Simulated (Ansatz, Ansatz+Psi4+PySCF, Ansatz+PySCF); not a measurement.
```xyz
2

C     0.0000    0.0000    0.1601
H     0.0000    0.0000   -2.0810
```

Basis set: cc-pVTZ (spherical functions). Correlated methods keep 1 orbital frozen. Correlation on ROHF uses semicanonical orbitals with singles. Charge 0, multiplicity 2.

Computed with Ansatz (development build ahead of 0.2.0); each method stands on the lowest determinant of its kind that the runs found.

(1) Give the atomization energy at this shape (free ground-state atoms in the same class of orbitals less the molecule, no zero-point energy) of doublet CH by ROHF-CCSD(T), UHF-CCSD(T), UHF-MP2, ROHF-MP2, UHF.

Results:

(1)

```csv
method,atomization energy
ROHF-CCSD(T),49.0 kJ/mol
UHF-CCSD(T),41.2 kJ/mol
UHF-MP2,16.1 kJ/mol
ROHF-MP2,-48.0 kJ/mol
UHF,4.8 kJ/mol
```

Caution: the shape is not the minimum. Caution for ROHF-CCSD(T), ROHF-MP2: an unrestricted determinant lies well below. Caution for ROHF-CCSD(T), UHF-CCSD(T), UHF-MP2, ROHF-MP2: large amplitudes, a single reference is doubtful. Caution for ROHF-CCSD(T): the amplitudes may be one of several solutions. Caution for UHF-CCSD(T): another reference gives a lower total. Caution for UHF-CCSD(T), UHF-MP2, UHF: the determinant may break the point group; the unrestricted determinant is a mixture of spin states.
